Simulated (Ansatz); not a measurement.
System: C$_{3}$H$_{6}$, charge 0, singlet. C3H6 (SMILES C=CC).
B3LYP-D3(BJ)/def2-TZVP minimum from Ansatz (a quantum-chemistry and plane-wave program):
```xyz
9

C      1.2882     0.1370     0.0119
C      0.0047     0.4726     0.0011
H      1.6023    -0.9010     0.0124
H      2.0710     0.8846     0.0207
H     -0.2612     1.5267     0.0011
C     -1.1384    -0.4921    -0.0114
H     -0.7888    -1.5254    -0.0106
H     -1.7831    -0.3471     0.8604
H     -1.7673    -0.3432    -0.8940
```

Quantity: atomisation energy (electronic, to ground-state atoms), in kcal/mol. Open shells are spin-unrestricted; no spin-orbit coupling. CBS(X,Y): correlation extrapolated as X^-3, Hartree-Fock from the larger set. A bracket is a step between two methods taken in the basis named. The functionals are non-relativistic, so their misses hold any scalar relativity. Double hybrids freeze cores in their MP2 part. '+ core + X2C': CCSD(T) terms for core correlation (cc-pwCVTZ) and scalar relativity (cc-pVTZ-DK). Where a partner has so few electrons that a lower coupled-cluster level is exact, that level stands in.

CCSD(T)/CBS(cc-pVTZ,cc-pVQZ) + [CCSDT(Q) - CCSD(T)]/cc-pVDZ + core + X2C (Ansatz) gives 862.1 kcal/mol.

How far off this value is PBE/def2-TZVPD (Ansatz), in which direction, and which of these levels come nearer: B3LYP/def2-TZVPD, wB97M-V/def2-TZVPD, B2PLYP/def2-TZVPD, CCSD(T)/CBS(cc-pVTZ,cc-pVQZ) + core + X2C?

PBE gives 872.9 kcal/mol, 10.8 kcal/mol above it. Differences of the others: B3LYP/def2-TZVPD (Ansatz) -4.5; wB97M-V/def2-TZVPD (Ansatz) -1.6; B2PLYP/def2-TZVPD (Ansatz) -11.1; CCSD(T)/CBS(cc-pVTZ,cc-pVQZ) + core + X2C (Ansatz) -0.4 kcal/mol. Nearer than PBE: B3LYP/def2-TZVPD, wB97M-V/def2-TZVPD, CCSD(T)/CBS(cc-pVTZ,cc-pVQZ) + core + X2C.
